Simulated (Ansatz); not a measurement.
SiH4 (SMILES [SiH4]) moved off its minimum; all values from Ansatz (an electronic-structure program), cores frozen in correlated methods.
(charge 0, multiplicity 1)
```xyz
5

Si     0.00051     0.08730    -0.03996
H     -0.23695     1.12920    -0.76128
H     -0.73927     0.23705     1.31397
H      1.65357    -0.20655     0.31089
H     -0.43071    -1.30232    -0.59918
```

Forces at r2SCAN/def2-TZVPP (eV/Å):

| atom | Fx | Fy | Fz |
|---|---|---|---|
| Si1 | 2.546 | -6.088 | 4.531 |
| H2 | -0.831 | 4.152 | -3.196 |
| H3 | 0.533 | -0.027 | -0.880 |
| H4 | -2.379 | 0.741 | -0.572 |
| H5 | 0.130 | 1.222 | 0.117 |

Problem. Give the forces (eV/Å), the total energy and the dipole at CCSD(T)/aug-cc-pV(T+d)Z.

Solution. 
| atom | Fx | Fy | Fz |
|---|---|---|---|
| Si1 | 2.521 | -6.096 | 4.548 |
| H2 | -0.822 | 4.121 | -3.179 |
| H3 | 0.552 | -0.028 | -0.915 |
| H4 | -2.394 | 0.746 | -0.579 |
| H5 | 0.142 | 1.258 | 0.124 |
Energy -291.4078 hartree, dipole 0.75 D.
